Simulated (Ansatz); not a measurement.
Results of r²SCAN0 (plane waves, PAW; Ansatz, an electronic-structure program) for zinc-blende MgS (metastable phase).

Settings: plane-wave cutoff 520 eV, 8×8×8 k mesh, Fermi–Dirac smearing 0.01 eV, scalar-relativistic PAW data made under PBE.

Computed at the level's own relaxed cell.

```xyz
2
Lattice="0.0000 -2.8227 2.8227 2.8227 -2.8227 0.0000 2.8227 0.0000 2.8227" Properties=species:S:1:pos:R:3 pbc="T T T"
Mg     0.0000     0.0000     0.0000
S      1.4113    -1.4113     1.4113
```

Problem. List the 5 lowest band energies at Γ above −25 eV (eV, relative to the valence band maximum), grouping those that round alike.

Solution. At Γ: -12.79, 0.00 (×3), 5.64.

Note: the run warned that its exchange threshold was loose for the stress.
